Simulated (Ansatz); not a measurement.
1T (CdI2-type) ZrS2 was calculated with HSE06 in Ansatz (PAW).

Settings: plane-wave cutoff 520 eV, 12×12×6 k mesh (along the axes of the cell as run), Fermi–Dirac smearing 0.01 eV, scalar-relativistic PAW data made under PBE.

Starting structure:

```
CELL_PARAMETERS angstrom
      3.66000     0.00000     0.00000
     -1.83000     3.16965     0.00000
      0.00000     0.00000     5.82000
ATOMIC_POSITIONS crystal
  Zr 0.00000 0.00000 0.00000
  S  0.33333 0.66667 0.25000
  S  0.66667 0.33333 0.75000
```

Task: Into what structure does the relaxation of cell and atoms lead at this level, with the symmetry of the start kept?

Result: The volume increases by 14 %; final space group P-3m1.
```
CELL_PARAMETERS angstrom
      3.67731     0.00000     0.00000
     -1.83865     3.18464     0.00000
      0.00000     0.00000     6.59244
ATOMIC_POSITIONS crystal
  Zr 0.00000 0.00000 0.00000
  S  0.33333 0.66667 0.21742
  S  0.66667 0.33333 0.78258
```

Note: the cell comes from a level without a dispersion term, which matters for the spacing of layers, chains or molecules; the cell has widely spaced layers and the level no dispersion term, so their spacing and the moduli can rest on weak binding.

Ansatz is an electronic-structure program.
